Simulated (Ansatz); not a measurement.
SrAs2Ru2: experiment and calculation

**Experimental background.**

From “Magnetic, Thermal, and Transport Properties of Layered Arsenides BaRu2As2 and SrRu2As2”, 2009, arxiv:0901.4582, for a powder of SrAs2Ru2: lattice constant a 4.1713 ± 0.0001 Å; lattice constant c 11.1845 ± 0.0004 Å.

How close the calculation comes is told below.

Theory: Ansatz, DFT r2SCAN, scalar-relativistic, plane waves, PAW.

Plane waves to 500 eV, a k mesh through Γ of 12×12×12 on the computed 5-atom cell and Gaussian smearing (0.10 eV); no spin polarisation.

Relaxed structure, symmetry kept:

```
CELL_PARAMETERS angstrom
-2.08334 2.08334 5.72293
2.08334 -2.08334 5.72293
2.08334 2.08334 -5.72293
ATOMIC_POSITIONS crystal
Sr 0.00000 0.00000 0.00000
As 0.64347 0.64347 0.00000
As 0.35653 0.35653 0.00000
Ru 0.25000 0.75000 0.50000
Ru 0.75000 0.25000 0.50000
```

| Quantity | Value |
| --- | --- |
| Space group | I4/mmm (No. 139) |
| Volume per atom | 19.87 Å³ |
| Formation energy from the elements' standard states (uncorrected) | -0.769 eV/atom |
| Generalised Kohn–Sham band gap | none (metal) |
| Density of states at the Fermi level | 1.59 states/eV per cell |
| Löwdin character within 0.5 eV of the Fermi level | Ru 4d 57 %, As 4p 27 %, unprojected 9 % |
| Bader charges (e) | Sr (1 in the cell) 1.45, As (2 in the cell) -0.47, Ru (2 in the cell) -0.25 |

Measured lattice constant a of SrAs2Ru2: 4.1713 Å (powder; the paper above). This calculation gives 4.167 Å (-0.1 %). A measured lattice constant c of SrAs2Ru2 is 11.1845 Å (powder; the paper above); the calculated 11.446 Å misses it by +2.3 %. The calculation is for 0 K without zero-point motion.

Cost: 6 runs of about 42 core-minutes in all, on Arm Neoverse V1 (shared hosts).